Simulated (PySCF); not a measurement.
Excitations are Tamm–Dancoff values on a coarser integration grid. The basis has no diffuse functions, so Rydberg states are missing or too high.

Cartesian coordinates (Å):
```xyz
12

C      1.9568    -0.3291     0.1044
C      0.8685     0.4170     0.1732
C     -0.3836     0.0518     0.9032
C     -1.5983    -0.0135    -0.0180
H      2.0145    -1.2899     0.6029
H      2.8306    -0.0108    -0.4484
H      0.8516     1.3727    -0.3452
H     -0.5705     0.7947     1.6848
H     -0.2439    -0.9062     1.4084
H     -2.5033    -0.2526     0.5411
H     -1.4624    -0.7751    -0.7866
H     -1.7600     0.9410    -0.5220
```
Charge 0, spin multiplicity 1.

Question: What is the computed S1 oscillator strength, S1–T1 gap (TDA), HOMO–LUMO gap, brightest of the four lowest singlets (TDA), S1 excitation (TDA), HOMO, dipole moment and total energy (CAM-B3LYP-D3(BJ)/def2-TZVP (PySCF))?

Answer: 
```json
{
 "S1 oscillator strength": "0.325",
 "S1–T1 gap (TDA)": "3.39 eV",
 "HOMO–LUMO gap": "10.27 eV",
 "brightest of the four lowest singlets (TDA)": "7.88 eV",
 "S1 excitation (TDA)": "7.88 eV",
 "HOMO": "-8.74 eV",
 "dipole_moment": "0.40 D",
 "total_energy": "-157.1847 Ha"
}
```
